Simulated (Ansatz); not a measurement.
Results of HSE06-D3(BJ) (plane waves, PAW; Ansatz, an electronic-structure program) for fluorite CdF₂.

Settings: plane-wave cutoff 460 eV, 8×8×8 k mesh, Fermi–Dirac smearing 0.01 eV, scalar-relativistic PAW data made under PBE.

Equation-of-state points:

```
V (Å³/atom)  E − E_lowest (meV/atom)
-----------  -----------------------
12.323                         12.08
12.647                          2.71
13.070                          0.00
13.296                          2.39
13.620                          9.84
```

Problem. Estimate the bulk modulus and its pressure derivative from these points.

Solution. V0 = 12.973 Å³/atom, B0 = 110 GPa, B′ = 4.7 (fit to the energies at full precision).

Static lattice: no zero-point or thermal effects.
